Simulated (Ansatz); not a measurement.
C$_{4}$H$_{5}$NO (`C=C1COC1=N`), relaxed with RKS PBE-D4/def2-SVP in the Gaussian-basis code of Ansatz from a rough embedded geometry. The force threshold is 0.03 eV/Å; the program also tests the step.

The species carries charge 0 and has multiplicity 1.

Start:

```xyz
11

C     0.962    0.955    0.926
C     0.160    0.093    0.241
C    -0.515   -1.203    0.516
O    -1.108   -1.230   -0.750
C    -0.476    0.000   -1.043
N    -0.516    0.659   -2.133
H     1.277    0.758    1.895
H     1.263    1.830    0.374
H     0.159   -2.133    0.679
H    -1.284   -1.235    1.307
H     0.079    1.507   -2.012
```

(1) By how much does the energy fall, and how many steps does the optimiser take? (Best estimate.)

(2) Which bonds change most? (Best estimate.)

(3) Give the relaxed structure. (Best estimate.)

## Answers

(1) Computed: 33.85 kJ/mol, in 6 steps, 1 of them rejected.

(2) The calculation gave: C3–O4 from 1.398 to 1.464 Å; C1–H7 from 1.038 to 1.101 Å; C2–C5 from 1.436 to 1.496 Å; C3–H9 from 1.161 to 1.111 Å.

(3) Computed: 
```xyz
11

C     0.970    0.939    0.930
C     0.172    0.081    0.282
C    -0.515   -1.241    0.548
O    -1.079   -1.201   -0.803
C    -0.457    0.012   -1.073
N    -0.549    0.641   -2.170
H     1.304    0.754    1.963
H     1.317    1.861    0.437
H     0.148   -2.120    0.688
H    -1.311   -1.237    1.323
H     0.001    1.511   -2.125
```
